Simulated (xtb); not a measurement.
C₂H₃, doublet, geometry from GFN2-xTB; GFN1-xTB (xtb 6.7.1).

The xtb input:
```
$ xtb mol.xyz --gfn 1 --chrg 0 --uhf 1 --json

# file mol.xyz
5

C      0.05254389    -0.57433481    -0.01733787
C      0.03699099     0.71273635     0.02197531
H     -0.84387122    -1.20149708    -0.04055811
H      0.97465882    -1.13961553    -0.03048968
H     -0.66799688     1.51070337     0.04322315
```

Output, abridged:

```
   ID    Z sym.   atoms
    1    6 C      1, 2
    2    1 H      3-5

           -------------------------------------------------
          |                Calculation Setup                |
           -------------------------------------------------

           -------------------------------------------------
          |                 G F N 1 - x T B                 |
           -------------------------------------------------

          ...................................................
          :                      SETUP                      :
          :.................................................:
          :  # basis functions                  14          :
          :  # atomic orbitals                  14          :
          :  # shells                           10          :
          :  # electrons                        11          :
          :  # halogen bonds                     0          :
          :  max. iterations                   250          :
          :  Hamiltonian                  GFN1-xTB          :
          :  restarted?                      false          :
          :  GBSA solvation                  false          :
          :  PC potential                    false          :
          :  electronic temp.          300.0000000     K    :
          :  accuracy                    1.0000000          :
          :  -> integral cutoff          0.2500000E+02      :
          :  -> integral neglect         0.1000000E-07      :
          :  -> SCF convergence          0.1000000E-05 Eh   :
          :  -> wf. convergence          0.2000000E-04 e    :
          :  Broyden damping             0.4000000          :
          :  net charge                          0          :
          :  unpaired electrons                  1          :
          ...................................................

 iter      E             dE          RMSdq      gap      omega  full diag
   1     -5.8105984 -0.581060E+01  0.845E+00    3.54       0.0  T
   2     -5.8159555 -0.535715E-02  0.505E+00    3.51       1.0  T
   3     -5.8162917 -0.336159E-03  0.483E-01    3.40       1.0  T
   4     -5.8166122 -0.320579E-03  0.101E-01    3.46       1.0  T
   5     -5.8166418 -0.296016E-04  0.701E-03    3.45       6.4  T
   6     -5.8166419 -0.779374E-07  0.186E-03    3.45      24.1  T
   7     -5.8166419 -0.606262E-08  0.683E-05    3.45     654.8  T
   8     -5.8166419 -0.668265E-11  0.286E-05    3.45    1566.3  T

   *** convergence criteria satisfied after 8 iterations ***

         :::::::::::::::::::::::::::::::::::::::::::::::::::::
         ::                     SUMMARY                     ::
         :::::::::::::::::::::::::::::::::::::::::::::::::::::
         :: total energy              -5.701466898881 Eh    ::
         :: gradient norm              0.009278676121 Eh/a0 ::
         :: HOMO-LUMO gap              3.449588856169 eV    ::
         ::.................................................::
         :: SCC energy                -5.816641927272 Eh    ::
         :: -> electrostatic           0.000565987194 Eh    ::
         :: repulsion energy           0.115878663045 Eh    ::
         :: dispersion energy         -0.000703634653 Eh    ::
         :: halogen bond corr.         0.000000000000 Eh    ::
         :: add. restraining           0.000000000000 Eh    ::
         :: total charge              -0.000000000000 e     ::
         :::::::::::::::::::::::::::::::::::::::::::::::::::::

           -------------------------------------------------
          |                Property Printout                |
           -------------------------------------------------

    * Orbital Energies and Occupations

         #    Occupation            Energy/Eh            Energy/eV
      -------------------------------------------------------------
         1        2.0000           -0.6377275             -17.3534
         2        2.0000           -0.5859163             -15.9436
         3        2.0000           -0.5442764             -14.8105
         4        2.0000           -0.5153654             -14.0238
         5        2.0000           -0.4516060             -12.2888
         6        1.0000           -0.3564701              -9.7000 (HOMO)
         7                         -0.2297000              -6.2505 (LUMO)
         8                         -0.1158254              -3.1518
         9                         -0.0894936              -2.4352
        10                         -0.0652919              -1.7767
        11                          0.2362269               6.4281
        12                          0.3154241               8.5831
        13                          0.4356447              11.8545
        14                          0.7596535              20.6712
      -------------------------------------------------------------
                  HL-Gap            0.1267701 Eh            3.4496 eV
             Fermi-level           -0.3485616 Eh           -9.4848 eV

  Mulliken/CM5 charges         n(s)   n(p)   n(d)
     1C    -0.05874 -0.15780   1.040  3.019  0.000
     2C    -0.08191 -0.14075   1.160  2.922  0.000
     3H     0.05449  0.10562   0.946  0.000  0.000
     4H     0.04230  0.09523   0.958  0.000  0.000
     5H     0.04387  0.09771   0.956  0.000  0.000

Wiberg/Mayer (AO) data.
largest (>0.10) Wiberg bond orders for each atom

 ---------------------------------------------------------------------------
     #   Z sym  total        # sym  WBO       # sym  WBO       # sym  WBO
 ---------------------------------------------------------------------------
     1   6 C    3.996 --     2 C    2.142     4 H    0.945     3 H    0.908
     2   6 C    3.257 --     1 C    2.142     5 H    0.992
     3   1 H    0.996 --     1 C    0.908
     4   1 H    1.015 --     1 C    0.945
     5   1 H    1.007 --     2 C    0.992
 ---------------------------------------------------------------------------

Topologies differ in total number of bonds
Writing topology from bond orders to xtbtopo.mol

 dipole moment from electron density (au)
     X       Y       Z
  -0.2247  -0.2328  -0.0081  total (Debye):    0.823

           -------------------------------------------------
          | TOTAL ENERGY               -5.701466898881 Eh   |
          | GRADIENT NORM               0.009278676121 Eh/α |
          | HOMO-LUMO GAP               3.449588856169 eV   |
           -------------------------------------------------

normal termination of xtb
```
